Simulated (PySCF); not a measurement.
# CH3NO (formaldoxime): the cost of one run

Programs: PySCF 2.14.0, with density-fitted response routines of our own. Each step states its level of theory. These are calculated values for one molecule, in the gas phase or a continuum, unless marked as measured. Atoms count from 0, in the outputs and in this text.

## 1. The starting structure

6 atoms, charge 0, multiplicity 1; geometry from: GFN2-xTB. The atoms were then displaced at random by about 0.01 Å, so the start is not that level's minimum.

Bonds of the start (Å): C0–N1 1.23, N1–O2 1.38, C0–H3 1.05, C0–H4 1.11, O2–H5 0.98.

## 2. Relaxing the molecule at PBE0-D3(BJ)/def2-TZVP

What the job is given:

```
{"job": {"xc": "PBE0", "basis": "def2-TZVP", "d3": "d3bj", "grid": 2, "shake": 0.01, "kind": "geom"}, "charge": 0, "multiplicity": 1}
C     -0.859180    -0.148980     0.112820
N      0.262120    -0.167540     0.615560
O      1.281480     0.314060    -0.182740
H     -1.653480    -0.491330     0.712480
H     -1.097770     0.248250    -0.897250
H      2.091010     0.215530     0.367470
```

Launch:

```
$ OMP_NUM_THREADS=1 python probes_run.py task.json out
```

One launch serves the whole session: the jobs run in the order shown.

Q: Estimate the wall time and peak memory of this first job on 1 thread of Arm Neoverse V1, shared host.

About 18 s, with a peak of 0.44 GiB.
